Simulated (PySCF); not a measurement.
Species: C₄H₇S (doublet state).
Z-matrix (Å and degrees, GFN2-xTB geometry), rows numbered from 1:
```
C 
C   1  1.4844
C   2  1.3517  1  125.86
C   3  1.4989  2  123.81  1     0.16
S   3  1.7185  2  119.05  1  -179.78
H   1  1.0854  2  112.30  3    -6.24
H   1  1.0916  2  109.61  3   114.83
H   1  1.0903  2  109.79  3  -127.93
H   2  1.0816  1  115.93  3  -179.49
H   4  1.0897  3  110.46  2    60.76
H   4  1.0867  3  110.15  2  -179.31
H   4  1.0896  3  110.45  2   -59.24
```

As a line formula: `C[CH]C(C)=S` [radical].

Theory: UKS B3LYP, pcH-1 on C H S, non-relativistic, mean-field spin-orbit, GIAO in PySCF 2.14.0. Geometry: GFN2-xTB, one conformer, isolated molecule. A GFN2-xTB geometry isn't a minimum of the functional, and hyperfine couplings can be far from their values at a DFT geometry, by a factor of two or more for some ions and for spin on atoms past the first row.

Output of the driver script. The program numbers atoms from 0.

```
UKS, coarse grid
  cycle   1  E = -554.76597122  |g| = 2.73e-01
  cycle   2  E = -554.76151098  |g| = 2.98e-01
  cycle   3  E = -554.80705417  |g| = 7.65e-02
  cycle   4  E = -554.80914625  |g| = 4.51e-02
  cycle   5  E = -554.81035702  |g| = 7.00e-03
  cycle   6  E = -554.81042273  |g| = 5.24e-03
  cycle   7  E = -554.81044520  |g| = 1.73e-03
  cycle   8  E = -554.81044841  |g| = 1.10e-03
  cycle   9  E = -554.81044869  |g| = 2.35e-04
UKS, final grid
  cycle   1  E = -554.81044330  |g| = 3.33e-04
  cycle   2  E = -554.81044319  |g| = 5.99e-04
  cycle   3  E = -554.81044337  |g| = 3.59e-05
  cycle   4  E = -554.81044337  |g| = 3.19e-05
  cycle   5  E = -554.81044338  |g| = 1.71e-05
E = -554.81044338 Eh   <S^2> = 0.7684 (exact 0.7500)
g shifts (ppm)      1          2          3
  rmc          -200       -200       -200
  gc             -9         41         40
  oz_so         158      10474     124710
  total         -51      10315     124550
hyperfine (MHz)  atom isotope    a_iso     a_fc   dipolar eigenvalues
    0   13C     -15.89     -15.89     -1.65      0.33      1.33
    1   13C      37.03      37.03    -37.47    -36.46     73.93
    2   13C     -31.45     -31.45    -13.71      5.12      8.59
    3   13C       0.91       0.91     -0.59     -0.08      0.67
    4   33S      13.25      13.25    -63.99    -62.79    126.78
    5    1H       1.94       1.94     -2.29     -2.03      4.32
    6    1H      64.20      64.20     -3.09     -1.76      4.85
    7    1H      49.64      49.64     -2.89     -1.92      4.81
    8    1H     -29.06     -29.06    -13.70     -2.80     16.50
    9    1H     -11.54     -11.54     -1.87     -0.72      2.58
   10    1H      -1.55      -1.55     -1.93     -1.78      3.71
   11    1H     -10.83     -10.83     -1.86     -0.74      2.60
```

Question: The SCF converged. Which of these numbers needs a check, and why?

Answer: The largest g shift is +0.125, past the limit of 0.03 at which the run flags a species of elements up to argon. The orbital-Zeeman/spin–orbit term is second order, a sum of spin–orbit matrix elements over excitation energies, so it grows and becomes less reliable as an excited state comes close; a shift of this size calls for a check with another method. The contact and dipolar couplings don't rest on that expansion, but they belong to the state that the SCF found, and a close-lying state with the spin in another orbital would have other couplings; no stability test was run. The run left out the spin–orbit part of the hyperfine coupling.

Question: Where is the spin in this solution (atoms counted from 1)?

Answer: The largest Mulliken spin populations are on S5 (+0.71), C2 (+0.46) and C3 (-0.15). The positive populations add up to 1.22 and the negative ones to -0.22, together 2S = 1. ⟨S²⟩ = 0.7684 against the exact 0.7500, 2.5 % above the value of a pure doublet state. The SMILES `C[CH]C(C)=S` draws the unpaired electron on C2, whose computed spin population is only +0.46.

Question: Average a_iso over equivalent nuclei, turn it into first-order splittings with g = 2.0023, and give the multiplets for abundant isotopes (0.05 mT or more).

Answer: 
| nuclei (from 1) | isotope | I | position | a_iso (MHz) | \|a\| (mT) | splits into |
| --- | --- | --- | --- | --- | --- | --- |
| H6/H7/H8 | 1H | 1/2 | 2 bonds from C2 | 38.6 | 1.38 | 1:3:3:1 quartet |
| H9 | 1H | 1/2 | 1 bond from C2 | -29.1 | 1.04 | 1:1 doublet |
| H10/H11/H12 | 1H | 1/2 | 3 bonds from C2 | -8.0 | 0.28 | 1:3:3:1 quartet |

Nuclei that the bonding pattern makes equivalent are averaged, as if the motion that swaps them (rotation, inversion, ring flip) were fast. The three 1H nuclei of mean +38.6 MHz run from 1.9 to 64.2 MHz in the frozen geometry. The three 1H nuclei of mean -8.0 MHz run from -11.5 to -1.6 MHz in the frozen geometry. Main spin sites, with 60 % or more of the largest population: C2, S5; positions count bonds from the nearest.
